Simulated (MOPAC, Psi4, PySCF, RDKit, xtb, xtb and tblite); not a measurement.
Two geometries of SMILES CCC#C (C4H6), relaxed at GFN2-xTB with one dihedral held; other torsions can differ between them too.

Structure A

```
10

C      2.2282     0.2584    -0.2848
C      1.0784    -0.0596    -0.3761
C     -0.3217    -0.4230    -0.4623
C     -1.1313     0.1611     0.7060
H      3.2375     0.5350    -0.2162
H     -0.4103    -1.5118    -0.4874
H     -0.7057    -0.0360    -1.4116
H     -0.5996     0.9953     1.1580
H     -2.1089     0.4986     0.3739
H     -1.2739    -0.5872     1.4833
```

Structure B

```
10

C      2.2318     0.2473    -0.2878
C      1.0812    -0.0654    -0.3861
C     -0.3196    -0.4251    -0.4799
C     -1.1180     0.1427     0.6947
H      3.2425     0.5171    -0.2126
H     -0.4099    -1.5148    -0.5052
H     -0.7145    -0.0297    -1.4212
H     -0.9085     1.2031     0.8174
H     -2.1843     0.0070     0.5301
H     -0.8415    -0.3613     1.6188
```

Problem. Which is lower in energy at the level DF-MP2 (frozen core)/cc-pVTZ // GFN2-xTB (Psi4), and by how much?

Solution. B is lower, by 9.44 kJ/mol (dihedral C2–C3–C4–H8: 20° in A, 50° in B).

E(B) − E(A) in kJ/mol at the other levels, on the same two geometries: GFN2-xTB (xtb and tblite) -6.79; MMFF94 // GFN2-xTB (RDKit) -10.70; PBE0/def2-TZVP // GFN2-xTB (Psi4) -8.59; PBE0-D3(BJ)/def2-TZVP // GFN2-xTB (Psi4) -8.61; PBE/def2-TZVP // GFN2-xTB (Psi4) -8.24; PBE-D3(BJ)/def2-TZVP // GFN2-xTB (Psi4) -8.28; HF/cc-pVTZ // GFN2-xTB (Psi4) -10.01; UFF // GFN2-xTB (RDKit) -10.64; PM6, restricted, heats of formation // GFN2-xTB (MOPAC) -3.09; AM1, restricted, heats of formation // GFN2-xTB (MOPAC) -4.44; GFN1-xTB // GFN2-xTB (xtb) -5.30; restricted B3LYP/6-31G*, spherical d // GFN2-xTB (PySCF) -9.33; restricted BP86/6-31G*, spherical d // GFN2-xTB (PySCF) -9.10; restricted MP2 (frozen core)/6-31G*, spherical d // GFN2-xTB (PySCF) -10.15; restricted M06-2X/6-31G*, spherical d // GFN2-xTB (PySCF) -9.27.
